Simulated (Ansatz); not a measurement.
Relaxation of CH$_{3}$ClN$_{2}$ (7 atoms, charge 0, multiplicity 1), to a largest force component of 0.015 eV/Å in at most 40 steps.

The calculation used RKS PBE0-D4/def2-SVP in Ansatz.

```xyz
7
Properties=species:S:1:pos:R:3
N -0.555 1.203 -0.117
C -0.268 0.010 -0.084
N 0.685 -0.472 0.687
Cl -0.984 -1.094 -1.089
H -1.369 1.317 -0.824
H 0.721 -0.011 1.627
H 0.755 -1.499 0.783
```

Problem. Where does it end, and by what steps?

Solution. The forces met the threshold. After 8 steps the energy has fallen by 0.571 eV; H6 moved furthest, 0.23 Å.

```csv
step,energy less start (eV),largest force component (eV/Å),accepted
0,0.0000,3.704,yes
1,-0.4490,1.493,yes
2,-0.5360,1.011,yes
3,-0.5014,0.832,no
4,-0.5640,0.493,yes
5,-0.5679,0.130,yes
6,-0.5705,0.038,yes
7,-0.5711,0.048,yes
8,-0.5712,0.012,yes
```

```xyz
7
Properties=species:S:1:pos:R:3
N -0.677 1.212 -0.063
C -0.305 0.012 -0.076
N 0.626 -0.523 0.755
Cl -0.902 -1.213 -1.225
H -1.341 1.433 -0.801
H 0.913 0.059 1.531
H 0.673 -1.525 0.862
```

The run took 25 s on 1 thread of Arm Neoverse V1, with other jobs on the host, peak memory 0.14 GiB.
